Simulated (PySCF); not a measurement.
How methods differ on the electron affinity of Cl

Cl⁻ [Ar] → Cl [Ne] 3s2 3p5 [3p1/2^2 3p3/2^3, M_J = 3/2], as a difference of total energies. Computed with PySCF 2.14 in x2c-SVPall-2c with one added diffuse shell each of s, p type (5s5p1d, 25 functions), with the two-component X2C-1e Hamiltonian. Correlated levels: [Ne] frozen. "Screened" scales the spin-orbit matrix elements by Boettger's factors to mimic the two-electron term; Breit and QED terms are absent.

```tsv
method	electron affinity (eV)	error (eV)
GHF (spin-free)	2.608	-1.005
GMP2 (spin-free)	3.279	-0.334
GHF (screened spin-orbit)	2.568	-1.045
GMP2 (screened spin-orbit)	3.238	-0.375
```

Reference: 3.613 eV (measured; photodetachment measurements, as compiled on the Wikipedia data page of electron affinities).

Errors of the correlated levels include the incompleteness of this basis and the frozen core.
